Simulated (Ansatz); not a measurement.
hydrogen isocyanide (SMILES [C-]#[NH+]) moved off its minimum; all values from Ansatz (a first-principles code), cores frozen in correlated methods.
(charge 0, multiplicity 1)
```xyz
3

C     -0.0569    -0.0143    -0.7828
N     -0.0061    -0.0103     0.3879
H     -0.0080     0.0413     1.4077
```

**Question.** Give the forces (eV/Å), the total energy and the dipole at CCSD(T)/aug-cc-pVTZ.

**Answer.** 
```
atom      Fx      Fy      Fz
----  ------  ------  ------
C1     0.001  -0.025  -0.483
N2    -0.029   0.105   1.542
H3     0.028  -0.080  -1.059
```
Energy -93.2570 hartree, dipole 3.15 D.
